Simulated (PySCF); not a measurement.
How the method changes the constants of CS

State: ¹Σ⁺ (singlet), closed shell. Set-up: PySCF, no relativity, basis sets C def2-SVPD, S def2-SVPD. De refers to C + S in their high-spin ground configurations, without counterpoise correction. A positive dipole means C(−)S(+).

```
      Level  Re (Å)  ωe (cm⁻¹)  De (eV)  μ (D)  CPU s a point (SCF and correlation, without the integrals)
        RHF   1.517       1435     4.13   1.72                                                        0.06
    RHF-MP2   1.546       1308     7.13    n/a                                                       0.087
RHF-SCS-MP2   1.545       1314     6.93    n/a                                                         n/a
   RHF-CCSD   1.542       1330     6.47    n/a                                                         n/a
RHF-CCSD(T)   1.554       1274     6.83    n/a                                                        0.67
        PBE   1.554       1263     7.74   1.92                                                        0.54
     r²SCAN   1.544       1307     7.23   1.92                                                        0.78
      TPSSh   1.545       1301     7.11   1.84                                                        0.86
      B3LYP   1.541       1310     7.14   1.94                                                        0.59
       PBE0   1.537       1336     7.21   1.91                                                        0.91
    LC-ωPBE   1.520       1406     6.87   2.00                                                        0.56
     B2PLYP   1.546       1285     7.16   1.79                                                        0.47
```

What are the measured Re and ωe, and which levels come closest?

Re = 1.534941 Å and ωe = 1285.08 cm⁻¹ (Huber and Herzberg, Constants of Diatomic Molecules (1979)). Closest are PBE0 for the length (off by 0.002 Å) and B2PLYP for the frequency (off by 0.0 %).

```tsv
Level	error in Re (pm)	error in ωe (%)
RHF	-1.8	11.6
RHF-MP2	1.2	1.8
RHF-SCS-MP2	1.0	2.2
RHF-CCSD	0.8	3.5
RHF-CCSD(T)	1.9	-0.9
PBE	1.9	-1.7
r²SCAN	0.9	1.7
TPSSh	1.0	1.3
B3LYP	0.6	2.0
PBE0	0.2	3.9
LC-ωPBE	-1.5	9.4
B2PLYP	1.1	0.0
```

Correlated steps freeze 6 core orbitals. Correlated levels converge slowly with the basis: in double zeta they bind strong bonds too weakly, by up to about 1 eV, and carry superposition errors of some tenths. Where the molecule has an RHF reference, its open-shell atoms are computed with UHF. B2PLYP dipoles, levels and charges come from its SCF part alone. The CCSD T1 diagnostic is raised, a sign that a single reference may not be enough here.

The whole job (state search and all levels along the bond) took about 1.5 min on 1 thread of Arm Neoverse V1 (shared host), peak memory 0.55 GiB.
